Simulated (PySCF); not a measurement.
# Simulated absorption spectrum

Aza-BODIPY, C₈H₆BF₂N₃.
SMILES: `F[B-]1(F)n2cccc2N=C2C=CC=[N+]21`

Method used: TDDFT CAM-B3LYP/def2-SVPD, vertical, gas phase, core orbitals frozen in the response in PySCF. Isolated species at its PBE0-D3(BJ)/def2-SVP geometry, gas phase.

Computed states:

```
state  E (eV)       f
   S1    2.84   0.466
   S2    3.68   0.141
   S3    3.77  0.0016
   S4    3.89   0.039
   S5    5.60  0.0000
   S6    6.06   0.011
   S7    6.42   0.107
   S8    6.42  0.0014
   S9    6.74   0.019
  S10    6.77   0.069
```

Broadening: Gaussians 0.5 eV wide at half height, area fixed by f = 4.319×10⁻⁹ ∫ε dν̃. The width is an assumption, not a result. The curve ends short of the highest state used, and states not computed would add to its high-energy end.

**Question.** What does the envelope look like, and where are its maxima?

**Answer.** 
| λ (nm) | ε (L mol⁻¹ cm⁻¹) |
| --- | --- |
| 201.0 | 3590 |
| 210.1 | 775 |
| 219.3 | 109 |
| 228.4 | 8 |
| 237.5 | 0 |
| 246.7 | 0 |
| 255.8 | 0 |
| 264.9 | 2 |
| 274.1 | 28 |
| 283.2 | 185 |
| 292.3 | 767 |
| 301.4 | 2163 |
| 310.6 | 4485 |
| 319.7 | 7057 |
| 328.8 | 8784 |
| 338.0 | 8870 |
| 347.1 | 7471 |
| 356.2 | 5512 |
| 365.4 | 4036 |
| 374.5 | 3858 |
| 383.6 | 5354 |
| 392.7 | 8524 |
| 401.9 | 12969 |
| 411.0 | 17735 |
| 420.1 | 21843 |
| 429.3 | 24458 |
| 438.4 | 25095 |
| 447.5 | 23868 |
| 456.7 | 21195 |
| 465.8 | 17760 |
| 474.9 | 14126 |
| 484.1 | 10697 |
| 493.2 | 7802 |
| 502.3 | 5492 |
| 511.4 | 3748 |
| 520.6 | 2477 |
| 529.7 | 1606 |
| 538.8 | 1020 |
| 548.0 | 633 |
| 557.1 | 389 |
| 566.2 | 236 |
| 575.4 | 140 |
| 584.5 | 83 |
| 593.6 | 49 |

Maxima: 437 nm (2.84 eV), ε about 25000, made up of S1 (100%); 334 nm (3.71 eV), ε about 9100, made up of S2 (83%) and S4 (16%) (ε in L mol⁻¹ cm⁻¹; maxima over ε = 5, shares over 10%). At its high-energy end, 6.17 eV, the curve is still rising (ε about 3600, from S6 and S7).

**Question.** Coming from long wavelengths, where does ε first pass 100 L mol⁻¹ cm⁻¹?

**Answer.** At about 581 nm (2.13 eV), 0.70 eV below S1.

**Question.** Does any computed singlet lie in the visible range?

**Answer.** S1 lies in the visible range (380 to 750 nm), at 437 nm, f = 0.466; light of that wavelength is violet to blue, and its complementary colour is yellow-green to yellow; a Tamm–Dancoff triplet lies at 448 nm, without intensity as long as spin–orbit coupling is left out.

**Question.** What would ε be at 2.84 eV, the highest of these maxima, with half the width (0.25 eV)?

**Answer.** About 50200 L mol⁻¹ cm⁻¹ against 25100, a factor of about 2.00; a lone state at its own centre would give exactly 2.
